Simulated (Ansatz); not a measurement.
# Worked example: BGeH3 (H-bridged), triplet against BGeH$_{3}$ (H-bridged), singlet

Geometry (PBE0/def2-TZVP stationary point of a singlet), kept for both states (BGeH3 (H-bridged), singlet: A'; BGeH3 (H-bridged), triplet: A''):

| atom | x (Å) | y (Å) | z (Å) |
| --- | --- | --- | --- |
| Ge | -0.0022 | 0.0000 | 0.3187 |
| B | -0.0666 | 0.0000 | -1.6292 |
| H | 1.1607 | 0.0000 | -1.0289 |
| H | -0.1421 | -1.0387 | -2.2309 |
| H | -0.1421 | 1.0387 | -2.2309 |

Basis cc-pVDZ; Ansatz 0.2.0. Correlated methods freeze the noble-gas cores and the filled d shells of p-block atoms. R marks a restricted (for open shells ROHF) determinant. No spin–orbit coupling is included, and no scalar relativity.

Full CI isn't at hand for all of this; RCCSDT(Q) serves as the reference, and is uncertain by about the last step of the cluster series.

```
    level  E(BGeH3 (H-bridged), singlet) (hartree)  E(BGeH3 (H-bridged), triplet) (hartree)
 RCCSD(T)                             -2101.907924                             -2101.866222
      PBE                             -2103.191065                             -2103.148466
    B3LYP                             -2103.608434                             -2103.564395
RCCSDT(Q)                             -2101.909368                             -2101.867564
```

**Question.** Give the vertical gap, BGeH3 (H-bridged) triplet less BGeH3 (H-bridged) singlet, at each level in eV (1 hartree = 27.2114 eV), and each error against RCCSDT(Q).

**Answer.** RCCSDT(Q): (-2101.867564 − (-2101.909368)) × 27.2114 = 1.138 eV (the reference)
B3LYP: (-2103.564395 − (-2103.608434)) × 27.2114 = 1.198 eV, error 0.060 eV
PBE: (-2103.148466 − (-2103.191065)) × 27.2114 = 1.159 eV, error 0.021 eV
RCCSD(T): (-2101.866222 − (-2101.907924)) × 27.2114 = 1.135 eV, error -0.003 eV

Total energies of functionals can't be set beside those of wave-function methods, since they hold the core's correlation and their own absolute errors; only the differences compare.

In so small a basis the reference is far from its limit while semilocal and hybrid functionals are nearer theirs, so the functionals' errors here hold much of the reference's basis and frozen-core error, which can add to them or hide them.

Each level lands on the state that its own search finds. T1 diagnostics of restricted CCSD: 0.016 and 0.020.
